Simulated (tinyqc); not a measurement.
Hueckel theory of the pi electrons with the omega technique, for the molecule [CH2]C([CH2])=C (SMILES; centres numbered as the heavy atoms are written), step by step. One step of it, computed by the program tinyqc.

Task: Energy, charges, bond orders. E = sum n x; q_r = z_r - P_rr; bond order p = P_rs; free valence = sqrt(3) - sum of p over the bonds of the atom.

x values: 1.732051  0.000000  0.000000  -1.732051

occupations: 2.000000  1.000000  1.000000  0.000000

charge and bond-order matrix P:
```
          1C        2C        3C        4C
1C  1.000000  0.577350  0.000000  0.000000
2C  0.577350  1.000000  0.577350  0.577350
3C  0.000000  0.577350  1.000000  0.000000
4C  0.000000  0.577350  0.000000  1.000000
```

Centres:

| centre | z_r, pi electrons of the neutral centre | h |
|---|---|---|
| 1C | 1 | 0.000000 |
| 2C | 1 | 0.000000 |
| 3C | 1 | 0.000000 |
| 4C | 1 | 0.000000 |

Bonds:

| i | j | k |
|---|---|---|
| 1 | 2 | 1 |
| 2 | 3 | 1 |
| 2 | 4 | 1 |

Give: pi energy = 4 alpha + this times beta; pi charges; Bond orders and lengths from R = 1.517 - 0.180 p; free valence of the carbons; gap between the highest filled and the next level.

Result:

pi energy = 4 alpha + this times beta = 3.4641

pi charges: 1C 0.0000, 2C 0.0000, 3C 0.0000, 4C 0.0000

Bond orders and lengths from R = 1.517 - 0.180 p (angstrom, C-C alone):

| bond | p | R |
|---|---|---|
| 1-2 | 0.5774 | 1.4131 |
| 2-3 | 0.5774 | 1.4131 |
| 2-4 | 0.5774 | 1.4131 |

free valence of the carbons: 1C 1.1547, 2C 0.0000, 3C 1.1547, 4C 1.1547

gap between the highest filled and the next level = 1.7321 |beta|
